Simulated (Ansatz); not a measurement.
# Ga₂O₃ (C2/m, No. 12)

These are r²SCAN (Ansatz, a quantum-chemistry and plane-wave program, PAW) values and carry that method's errors.

Settings: plane-wave cutoff 500 eV, 10×10×6 k mesh (along the axes of the cell as run), gaussian smearing 0.02 eV, scalar-relativistic PAW data made under PBE.

Cell (relaxed at this level):

```yaml
crystal:
  lattice:
    - [1.51992, 6.12722, -0.00035]
    - [1.51992, -6.12722, 0.00035]
    - [0.00000, -1.38821, -5.64075]
  atoms:
    - { symbol: Ga, position: [0.90953, 0.09047, 0.20541] }
    - { symbol: Ga, position: [0.09047, 0.90953, 0.79459] }
    - { symbol: Ga, position: [0.34121, 0.65879, 0.68575] }
    - { symbol: Ga, position: [0.65879, 0.34121, 0.31425] }
    - { symbol: O, position: [0.83584, 0.16416, 0.89094] }
    - { symbol: O, position: [0.16416, 0.83584, 0.10906] }
    - { symbol: O, position: [0.82664, 0.17336, 0.43646] }
    - { symbol: O, position: [0.17336, 0.82664, 0.56354] }
    - { symbol: O, position: [0.50369, 0.49631, 0.74374] }
    - { symbol: O, position: [0.49631, 0.50369, 0.25626] }
```

band gap: 3.02 eV (on the SCF k mesh)

Measured, for comparison: band gap 4.85 ± 0.1 eV (room temperature, no zero-point or thermal correction, ARPES, indirect, as cited; as tabulated in Mengle et al. (2016), arXiv:1902.02681).

Note: the relaxation could not lower the start's symmetry, so the cell can be a saddle point above a distorted one.

Spin–orbit coupling is not included.

Computed values are for the static lattice.
